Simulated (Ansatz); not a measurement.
# C2HF2N: the cost of one run

Method: the settings change from run to run; program: Ansatz 0.2.0, Gaussian basis.

**1. The molecule**

An earlier PBE0-D4 in a triple-zeta def2 set relaxation fixed the geometry.

SMILES `FC1=C(F)N1`, 6 atoms, charge 0, spin multiplicity 1.

Atoms are counted from 1 here; the program's logs count them from 0.

Bond lengths: F1–C2 1.291 Å, C2–C3 1.262 Å, C2–N5 1.494 Å, C3–F4 1.291 Å, C3–N5 1.494 Å, N5–H6 1.025 Å. Angles: F1–C2–C3 157.1°, F1–C2–N5 135.8°, C3–C2–N5 65.0°, C2–C3–F4 157.1°, C2–C3–N5 65.0°, F4–C3–N5 135.8°, C2–N5–C3 50.0°, C2–N5–H6 108.8°, C3–N5–H6 108.8°.

**2. wPBEh/def2-SVPD**

Options: relativity set to scalar, high accuracy.

in.yaml

```yaml
crystal:
  periodic: [false, false, false]
  atoms:
    - {symbol: F, position_ang: [-1.014721, -1.090409, 1.357082]}
    - {symbol: C, position_ang: [-0.399215, -0.424857, 0.437887]}
    - {symbol: C, position_ang: [0.006810, -0.151337, -0.725567]}
    - {symbol: F, position_ang: [0.156931, -0.301775, -1.999002]}
    - {symbol: N, position_ang: [0.798921, 0.466595, 0.380796]}
    - {symbol: H, position_ang: [0.493475, 1.437882, 0.502604]}
basis:
  gaussian: {orbitals: def2-SVPD}
hamiltonian: {xc: {name: wPBEh}, pseudopotentials: {relativity: scalar}}
accuracy: high
```

Started as:

```console
$ ansatz run in.yaml --threads 2 --pin off --events-out ev --progress --plain --max-ram 4352MiB
```

**Question.** How long does this run take on 2 threads of Arm Neoverse N1, shared host, and how much memory does it need?

About 8.5 s, with a peak of 0.44 GiB.
